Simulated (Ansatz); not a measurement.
Mulliken charges of `OBO` from r2SCAN/def2-TZVPP in Ansatz (PBE0-D4/def2-TZVP geometry).

```tsv
atom	x (Å)	y (Å)	z (Å)	charge (e)
O1	-1.176	-0.524	-0.252	-0.313
B2	0.049	0.028	-0.073	0.265
O3	0.581	-0.054	1.172	-0.313
H4	-1.495	-0.434	-1.151	0.214
H5	0.638	0.566	-0.976	-0.066
H6	1.445	0.354	1.233	0.214
```

Question: By hand: the dipole of these point charges (1 e Å = 4.8032 D).

Answer: Σ q r = (0.146, 0.134, -0.225) e Å, of length 0.300 e Å = 1.44 D.

Question: How does the dipole of the full density compare? (An estimate is asked.)

Answer: The calculation gave: (0.218, 0.200, -0.335) e Å, 2.15 D; the point charges give 0.67 times that, at 0° from its direction.

Point charges leave out the atoms' own dipoles, such as those of lone pairs, and Mulliken's split depends on the basis, so the two needn't agree.
